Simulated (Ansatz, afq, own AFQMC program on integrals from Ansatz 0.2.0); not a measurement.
AFQMC on a folder of integrals that Ansatz 0.2.0 wrote.

```yaml
crystal:
  periodic: [false, false, false]
  atoms:
    - {symbol: Br, position_ang: [0.000000, 0.000000, 0.000000]}
basis:
  gaussian: {orbitals: def2-TZVPP}
magnetization: {spin_polarized: true, initial_magnetization: 1}
correlation: {method: ccsd_t, electrons: outside_noble_gas, hamiltonian_folder: ham}
```

```sh
$ ansatz run in.yaml --threads 1 --pin off --events-out ev --progress --plain --max-ram 24576MiB --backend cuda --devices 0, --max-vram 18GiB
```

afq runs on the folder ham with

```
--method phaseless --trial hf --walkers 4000 --populations 20 --least-time 40 --time-step 0.005 --steps-per-block 20 --equilibration-blocks 112 --max-blocks 4000 --target-error 0.00048 --factor-cut 1e-05 --start spin_pure --seed 8736 --taylor-order 6
```

Times are imaginary, in 1/Eh. The walk had a cap of 49 s. With eight or more populations the least sampling time is a fifth of least-time, and the error comes from their spread. Filled inner d shells are frozen with the cores.

Log:

```
orbitals 34  electrons 4 3  factors 255 of 322
reference energy -2572.39810114 Eh
CCSD correlation -0.15368502 Eh in 8 cycles, weight of the determinant in the CISD state 0.9348
energy of the start -2572.398221 Eh
 block  time / (1/Eh)  mean weight  energy / Eh
     1     0.100  1.0007  -2572.434464
     2     0.200  1.0011  -2572.460674
     3     0.300  1.0012  -2572.481274
     4     0.400  1.0011  -2572.496314
     5     0.500  1.0011  -2572.508565
     8     0.800  1.0002  -2572.530282
    11     1.100  1.0002  -2572.541871
    26     2.600  0.9999  -2572.557007
    41     4.100  0.9999  -2572.558771
    56     5.600  0.9996  -2572.557403
    71     7.100  0.9998  -2572.555940
    86     8.600  0.9999  -2572.555823
   101    10.100  0.9999  -2572.555003
   116    11.600  1.0000  -2572.557198
   131    13.100  0.9999  -2572.557897
   146    14.600  0.9994  -2572.558967
   161    16.100  1.0001  -2572.555220
   176    17.600  1.0000  -2572.552851
   186    18.600  0.9995  -2572.550155
   191    19.100  0.9998  -2572.552506
   201    20.100  0.9997  -2572.552885
error from the spread of 20 populations
energy -2572.554831 +/- 0.000459 Eh
(rows thinned)
```

The run passed its tests (sampling time, drift between the halves within three errors, error under three times the target), which doesn't prove that it has relaxed. The second half of the sampling lies above the first by 2.0 errors of their difference, so the energy may still be moving and its error bar be too small.

Against this walk (error 12.5 meV) on the same determinant: CCSD(T) 41.4 meV lower, CCSDT(Q) 59.4 meV lower, CCSDTQ 59.7 meV lower, a separate phaseless walk with a CISD trial and standard settings 49.6 ± 12.8 meV lower. The error is statistical and leaves out the bias of the constraint. CCSDTQ is the surest value here, so the walk's 60 meV above it is most likely the bias of the constraint with this trial, which can have either sign.

Cautions: constraint bias not in the error; no relativity below Rb; no spin-orbit coupling; inner d shell frozen.

The walk took 15 s on 1 × NVIDIA H100 80GB HBM3 with 2 threads of AMD EPYC 7R13 Processor (Zen 3), with other jobs on the host (the card was shared). The log's last line is the phaseless energy.

CCSDT and higher add their correlation energy to the determinant of the CCSD(T) run, since their own runs factorise the integrals more tightly (a shift of under 2 meV). A walk keeps the symmetry of its determinant, which the program's search chose and which needn't be the lowest solution, so a lower state of the same spin and another symmetry isn't excluded.
